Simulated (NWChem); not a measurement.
Species: disulfur (S$_{2}$, triplet); SMILES S=S

```xyz
2

S      0.0000     0.0000     0.9634
S      0.0000     0.0000    -0.9634
```
Atoms are numbered in this order, from 1.

All runs: NWChem. Spin-unrestricted. Geometry: optimised at B3LYP/6-31G* (spherical d), spin-unrestricted. No stability test was run on the SCF state. Vertical excitations in the gas phase; the lowest state need not have the same character in each row. Excited states of an open shell can be spin-contaminated.

For level LDA (Slater exchange, VWN5)/aug-cc-pVDZ, TDA:

| Property | Result |
|---|---|
| lowest excitation (eV) | 3.55 |
| lowest empty minus highest occupied level, either spin (eV) | 1.04 |

### Question
How do the values read with level UHF/aug-cc-pVDZ, CIS instead?

### Answer
| Property | Result |
|---|---|
| lowest excitation (eV) | 2.65 |
| lowest empty minus highest occupied level, either spin (eV) | 10.43 |
